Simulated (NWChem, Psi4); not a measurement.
**Predicting a hybrid from its neighbours: C2H2F4 (norflurane)**

C2H2F4: 8 atoms, total charge 0, spin state singlet. SMILES: `FCC(F)(F)F`. The shape is that of a PBE0-D4/def2-TZVP optimisation.

The dipole moment y, in D, basis cc-pVDZ; a is the functional's share of exact exchange. Programs: NWChem 7.3.0, Psi4 1.11.

```
functional  program     a  y (D)
    revPBE   NWChem     0   1.62
      TPSS   NWChem     0   1.72
     TPSSh     Psi4   0.1   1.80
     B3LYP   NWChem   0.2   1.82
      PBE0   NWChem  0.25      ?
     BHLYP   NWChem   0.5   2.03
```

Question: Fit y = c + s·a to the known rows and predict PBE0.

Answer: 
1. Means of the 5 rows: a = 0.1600, y = 1.798.
2. Σ(Δa)² = 0.172, Σ(Δa·Δy) = 0.1206, so the slope is 0.1206/0.172 = 0.70116.
3. Intercept: 1.798 − (0.70116) × 0.1600 = 1.686. The largest residual of the fit is 0.066.
4. PBE0: 1.686 + (0.70116) × 0.25 = 1.86 D.

The run gave 1.86 D, so the prediction is off by 0.00 D: they agree to the digits shown. More exact exchange makes the molecule more polar here. The rows mix families of semi-local functionals, which the line can't see.
